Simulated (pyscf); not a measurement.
Single points on ωB97X-D3(BJ)/def2-SVP structures (PySCF, gas phase).

Q: For ZnH₂ (SMILES [ZnH2]) + NH₃ (SMILES N) → H₂N–ZnH (SMILES [NH2][ZnH]) + H₂ (SMILES [H][H]), a four-centre exchange (singlet surface; H–Zn, H–N broken, N–Zn, H–H formed), PBE/def2-TZVP gives ΔE‡ = 89.5 kJ/mol and ΔE = +0.1 kJ/mol (zero: the separated reactants). In which direction and how far do B3LYP-D3(BJ)/def2-TZVP, PBE0-D3(BJ)/def2-TZVP, ωB97M-D3(BJ)/def2-TZVP move these?

A: B3LYP-D3(BJ): ΔE‡ = 102.7 kJ/mol, ΔE = +0.4 kJ/mol; PBE0-D3(BJ): ΔE‡ = 93.7 kJ/mol, ΔE = +3.7 kJ/mol; ωB97M-D3(BJ): ΔE‡ = 108.0 kJ/mol, ΔE = +5.2 kJ/mol. PBE's barrier lies under all of them, by 4.2 to 18.6 kJ/mol. Its reaction energy matches one of them and lies within 5.1 kJ/mol of the others. On the reactant side the descent ends in an adduct with a N–Zn contact, 55.0 kJ/mol under the separated species and 157.0 kJ/mol under the saddle at ωB97X-D3(BJ)/def2-TZVP. What is counted as formed (N–Zn) is already present as a longer contact in the reactant adduct; forming that adduct is a step of its own. At the saddle there is also a short H–Zn contact that neither side keeps. This is the saddle that the search found; another between the same sides may lie lower. Elements up to Kr have no core potential and no relativistic terms here.
